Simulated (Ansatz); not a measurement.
## Energy profile

The step: C₂H₄ (C=C) + AlH₃ → C₂H₇Al ([CH3][CH2][AlH2]); bonds formed: Al1–C5, H2–C6; bonds broken: Al1–H2 (atoms numbered as in the saddle structure below).

```
10
angstrom
Al -0.1802 -0.9990 0.7712
H 0.8429 -1.2555 -0.5120
H -1.5546 -1.7384 0.5047
H 0.6648 -0.9011 2.1066
C -0.4092 1.0087 0.0391
C 0.4678 0.4266 -0.8699
H -0.0226 1.6475 0.8233
H -1.4575 1.1059 -0.2145
H 1.5323 0.6197 -0.8120
H 0.1164 0.0856 -1.8364
```

Electronic energies by CCSD(T) at an estimated basis limit (MP2 extrapolated from triple and quadruple zeta, plus CCSD(T) − MP2 in triple zeta), on PBE0-D4/def2-TZVP structures; C2H7Al, singlet; no counterpoise correction. Ansatz 0.2.0; basis: def2-TZVPP and def2-QZVPP; cores frozen in the correlated methods. Extrapolation: Hartree–Fock as exp(−7.88 √X), correlation as X^−2.97.

Task: Give the profile in eV, counted from the separated reactants. (To be estimated.)

Result: The calculation gives:
```csv
point,eV
"separated: AlH3 (Al1, H2, H3, H4; singlet) + C2H4 (linked as [CH2][CH2]; C5, C6, H7, H8, H9, H10; singlet)",0.000
start structure,-0.488
saddle,0.017
end structure,-1.372
```

The T1 diagnostic stays at or below 0.016. The start structure is not quite a true minimum (one mode of 83i cm⁻¹).

For scale, one of the runs: CCSD(T)/def2-TZVPP, 202 basis functions, launched by `ansatz run in.yaml --threads 2 --pin off --events-out ev --progress --plain --max-ram 4352MiB`. The run took 43 s on 2 CPU threads of an Arm Neoverse V1 (shared host), with 2.4 GiB of host memory at its peak.
